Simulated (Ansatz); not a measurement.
# Tb (Tb, hcp): the cost of one run

Program: Ansatz 0.2.0. Level of theory: DFT, revPBE, plane waves (420 eV) with PAW, scalar-relativistic. These are calculated values, not measurements.

### Step 1. Starting point

The structure is hexagonal, space group P6_3/mmc (No. 194). Conventional cell: a = 3.650 Å, b = 3.650 Å, c = 5.855 Å, α = 90.00°, β = 90.00°, γ = 120.00°. Tb (site symmetry -6m2) is surrounded by 12 Tb at 3.61 to 3.65 Å.

As a file:

```
CELL_PARAMETERS angstrom
3.65039 0.00000 0.00000
-1.82519 3.16133 0.00000
0.00000 0.00000 5.85540
ATOMIC_POSITIONS crystal
Tb 0.33333 0.66667 0.25000
Tb 0.66667 0.33333 0.75000
```

### Step 2. Volume x 1.0

The input, input.yaml:

```yaml
crystal:
  lattice:
    - [3.6503876889, 0.0, 0.0]
    - [-1.8251938445, 3.1613284723, 0.0]
    - [0.0, 0.0, 5.8554032913]
  atoms:
    - { symbol: Tb, position: [0.3333333333, 0.6666666667, 0.25], spin: 5.945 }
    - { symbol: Tb, position: [0.6666666667, 0.3333333333, 0.75], spin: -5.945 }
hamiltonian:
  xc: revpbe
  pseudopotentials:
    kind: paw
    azcp:
      Tb: "pseudopotentials/Tb.paw.azcp"
basis:
  ecutwfc: 420
  fft_grid_basis: typed
kpoints:
  mp_grid: { grid: [13, 13, 7], shift: [0, 0, 0] }
magnetization:
  spin_polarized: true
scf:
  occupations: { method: fermi_dirac, width: 0.05 }
output:
  stress: true
```

What time and memory should one allow on 4 threads of an x86-64 CPU, shared host?

About 49 s, with a peak of 0.8 GiB.
